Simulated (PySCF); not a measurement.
NMR data simulated for an unnamed compound:

¹H NMR (500 MHz, computed): δ 6.03 (m, 1H), 5.91 (m, 1H), 5.68 (m, 1H), 2.18 (m, 3H).

¹³C{¹H} NMR (computed): δ 134.0 (CH2), 125.9 (CH), 97.7 (C), 85.7 (C), 5.8 (CH3).

PySCF calculation with GIAO PBE0/pcSseg-1 shieldings, geometry from GFN2-xTB and B3LYP/pcJ-1 coupling constants (without the spin–dipole term); no solvent model, non-relativistic Hamiltonian, equivalent nuclei averaged, one computed conformer.

δ = σ(ref) − σ, references computed at the same level: TMS for ¹H and ¹³C.

**Question.** Which of these does the molecule contain: an OH group, a non-aromatic C=C double bond, a ketone, a Si–H bond, a C≡C triple bond, a vinyl group CH=CH2?

**Answer.** 
- An OH group: no.
- A non-aromatic C=C double bond: yes.
- A ketone: no.
- A Si–H bond: no.
- A C≡C triple bond: yes (δC 85.7, 97.7).
- A vinyl group CH=CH2: yes (δC 134.0, 125.9; δH 5.91 (m), 5.68 (m), 6.03 (m)).

The data belong to `C=CC#CC`, C₅H₆; they needn't prove each group on their own.

Carbon signals by region: 2 in the sp2 and nitrile region (100–160 ppm), 2 at 50–100 ppm, 1 below 50 ppm.

Multiplet labels drop couplings under 1 Hz and merge nearly equal ones. Unscaled 3J(H,H) at this level run about 10 % above measured values. Shifts are as computed. Against solution values, carbons near 30 ppm lie about +3 ppm off and those near 130 ppm about +5 ppm. Of 1211 compounds with measured shifts, 218 miss one by over three times the rms of a fit or turn the order of signals round; such compounds aren't used in these exercises.
